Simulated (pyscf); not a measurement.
Optimised with ωB97X-D3(BJ)/def2-SVP in PySCF.

**Question.** H₃Ge–O–GeH₃ (SMILES [GeH3][O][GeH3]) + H• (SMILES [H]) -> •H₂Ge–O–GeH₃ (SMILES [GeH2][O][GeH3]) + H₂ (SMILES [H][H])
Surface: doublet. Broken: Ge–H. Formed: H–H. Give ΔE‡ and ΔE from ωB97M-D3(BJ)/def2-TZVP, relative to the separated reactants.

**Answer.** ΔE‡ = 12.1 kJ/mol, ΔE = -87.4 kJ/mol. Zero-point energy shifts the barrier by -1.8 kJ/mol. It is a hydrogen abstraction, with an imaginary mode of 705i cm⁻¹. One saddle was located; it need not be the lowest between these sides. The angle at the transferred H is 177°. Elements up to Kr have no core potential and no relativistic terms here.
